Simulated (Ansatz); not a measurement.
# SiBCl⁺, quartet: the ladder up to UCCSDT(Q)

Geometry: that of the SiBCl, triplet, kept fixed.

```xyz
3

B     0.0000    0.0000    0.0637
Si    0.0000    0.0000   -1.8172
Cl    0.0000    0.0000    1.7535
```

Basis cc-pVDZ; Ansatz 0.2.0. Only valence electrons are correlated (noble-gas cores frozen), which leaves 13 electrons in 39 orbitals. R marks a restricted (for open shells ROHF) determinant, U an unrestricted one. Active spaces: valence = (11e, 11o, short of the full valence) chosen from the atoms' valence shells.

Full CI isn't at hand for all of this; UCCSDT(Q) serves as the reference, and is uncertain by about the last step of the cluster series. The frozen core follows each run's orbitals, which can shift R against U totals by a few meV.

For open shells CISD is restricted-active-space CI with the open shells as a complete middle space.

- UHF ⟨S²⟩: 3.753
- T1 diagnostic (RCCSD): 0.0350
- largest doubles amplitude (RCCSD): 0.070
- T1 diagnostic (UCCSD): 0.0340

```json
{"level": "RHF", "E − E(UCCSDT(Q)) (kcal/mol)": "177.24", "share of correlation (%)": "0.00", "wall time": "–"}
{"level": "UHF", "E − E(UCCSDT(Q)) (kcal/mol)": "176.65", "share of correlation (%)": "0.33", "wall time": "–"}
{"level": "RMP2", "E − E(UCCSDT(Q)) (kcal/mol)": "27.59", "share of correlation (%)": "84.43", "wall time": "–"}
{"level": "UMP2", "E − E(UCCSDT(Q)) (kcal/mol)": "27.62", "share of correlation (%)": "84.42", "wall time": "–"}
{"level": "CISD", "E − E(UCCSDT(Q)) (kcal/mol)": "23.75", "share of correlation (%)": "86.60", "wall time": "20 s"}
{"level": "RCCSD", "E − E(UCCSDT(Q)) (kcal/mol)": "8.67", "share of correlation (%)": "95.11", "wall time": "–"}
{"level": "UCCSD", "E − E(UCCSDT(Q)) (kcal/mol)": "8.65", "share of correlation (%)": "95.12", "wall time": "–"}
{"level": "RCCSD(T)", "E − E(UCCSDT(Q)) (kcal/mol)": "1.58", "share of correlation (%)": "99.11", "wall time": "2.7 s"}
{"level": "UCCSD(T)", "E − E(UCCSDT(Q)) (kcal/mol)": "1.57", "share of correlation (%)": "99.11", "wall time": "3.7 s"}
{"level": "BCCD(T)", "E − E(UCCSDT(Q)) (kcal/mol)": "1.50", "share of correlation (%)": "99.15", "wall time": "3.1 s"}
{"level": "RCCSDT", "E − E(UCCSDT(Q)) (kcal/mol)": "0.53", "share of correlation (%)": "99.70", "wall time": "–"}
{"level": "UCCSDT", "E − E(UCCSDT(Q)) (kcal/mol)": "0.52", "share of correlation (%)": "99.70", "wall time": "–"}
{"level": "RCCSDT(Q)", "E − E(UCCSDT(Q)) (kcal/mol)": "0.12", "share of correlation (%)": "99.93", "wall time": "43 s"}
{"level": "CASSCF (valence space)", "E − E(UCCSDT(Q)) (kcal/mol)": "125.80", "share of correlation (%)": "29.02", "wall time": "–"}
{"level": "NEVPT2 (valence space)", "E − E(UCCSDT(Q)) (kcal/mol)": "24.37", "share of correlation (%)": "86.25", "wall time": "13 s"}
{"level": "MRCISD (valence space)", "E − E(UCCSDT(Q)) (kcal/mol)": "11.24", "share of correlation (%)": "93.66", "wall time": "–"}
{"level": "MRCISD+Q (valence space)", "E − E(UCCSDT(Q)) (kcal/mol)": "1.58", "share of correlation (%)": "99.11", "wall time": "19 s"}
```

The correlation energy at UCCSDT(Q), counted from RHF, is -7.686 eV. That run took 37 s on 1 thread of Arm Neoverse V1, shared host.

Times hold each run's SCF and search for its determinant on a shared host, so for small cases they say little of a method's own cost; they ran on 1 thread of Arm Neoverse V1.

Natural occupations of CASSCF (valence space) about the gap: 1.977 1.977 1.970 1.965 1.005 0.994 0.994 0.035 0.035 0.029; effectively unpaired electrons, Σ n²(2−n)², 3.03.
